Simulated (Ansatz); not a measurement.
Basis-set extrapolation for C5H8, SMILES `C1=CCCC1` (PBE0-D4/def2-TZVP geometry, frozen core, Ansatz). Multiplicity 1, RHF reference.

```csv
,def2-TZVPP,def2-QZVPP
HF,-194.048799,-194.057495
MP2 correlation,-0.831469,-0.883226
CCSD(T) correlation,-0.913098,not run
```

Energies in hartree. Use E(X) = E(∞) + A·exp(−7.88·√X) for Hartree–Fock and E(X) = E(∞) + B·X^(−2.97) for correlation, with X = 3 and 4, and add CCSD(T) minus MP2 of the smaller set to the MP2 limit.

Task: What is the CCSD(T) energy at the basis-set limit?

Result: HF limit: -194.057495 + (-0.008696) × 0.13774 = -194.05869. MP2 limit: -0.883226 + (-0.051757) × 0.74074 = -0.92156. Higher-order term: -0.913098 − (-0.831469) = -0.08163. Total: -195.06188 hartree, 262.5 kJ/mol below CCSD(T)/def2-TZVPP.
